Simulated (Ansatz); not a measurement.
# C4H4O: the cost of one run

Program: Ansatz 0.2.0. Level of theory: RHF/def2-SVP. These are calculated values, not measurements.

1 further run of the same task is left out (it didn't finish).

## Step 1: The system as given

Bond lengths: C1–C2 1.316 Å, C2–C3 1.501 Å, C2–C4 1.423 Å, C3–C4 1.485 Å, C4–O5 1.194 Å, C1–H6 1.079 Å, C1–H7 1.080 Å, C3–H8 1.082 Å, C3–H9 1.083 Å. Angles (14 of 15 angles, heavy atoms first): C1–C2–C3 146.6°, C1–C2–C4 152.4°, C3–C2–C4 61.0°, C2–C3–C4 56.9°, C2–C4–C3 62.1°, C2–C4–O5 150.7°, C3–C4–O5 147.2°, C2–C1–H6 121.2°, C2–C1–H7 121.9°, C2–C3–H8 118.9°, C2–C3–H9 118.8°, C4–C3–H8 119.4°, C4–C3–H9 119.3°, H6–C1–H7 116.9°.

Structure file:

```xyz
9

C    -1.1178    1.0124   -0.5024
C    -0.1226    0.2620   -0.0785
C     0.3404   -1.1205    0.2802
C     1.2183    0.0745    0.3598
O     2.2982    0.5099    0.6220
H    -0.9993    2.0768   -0.6318
H    -2.0880    0.5975   -0.7321
H     0.4949   -1.8418   -0.5118
H    -0.0242   -1.5709    1.1947
```

## Step 2: Relaxing end A

input.yaml

```yaml
crystal:
  periodic: [false, false, false]
  atoms:
    - { symbol: C, position_ang: [-1.11779, 1.0124, -0.5024] }
    - { symbol: C, position_ang: [-0.12261, 0.26202, -0.07855] }
    - { symbol: C, position_ang: [0.34037, -1.12046, 0.28022] }
    - { symbol: C, position_ang: [1.21834, 0.07449, 0.35982] }
    - { symbol: O, position_ang: [2.29824, 0.5099, 0.62195] }
    - { symbol: H, position_ang: [-0.9993, 2.07682, -0.63178] }
    - { symbol: H, position_ang: [-2.08796, 0.59754, -0.73213] }
    - { symbol: H, position_ang: [0.49493, -1.8418, -0.51179] }
    - { symbol: H, position_ang: [-0.02423, -1.57091, 1.19466] }
basis:
  gaussian: { orbitals: def2-SVP }
hamiltonian:
  xc: hf
relax:
  f_tol: 0.015
  max_steps: 40
output:
  orbitals: {}
```

Run with:

```console
ansatz run input.yaml --threads 1 --pin off --max-ram 2048MiB --backend cpu --events-out ev --progress --plain --runs-dir out
```

Q: Estimate wall time and peak memory on 1 thread of AMD EPYC 9R45 (Zen 5), shared host.

About 4.4 s, with a peak of 0.18 GiB.
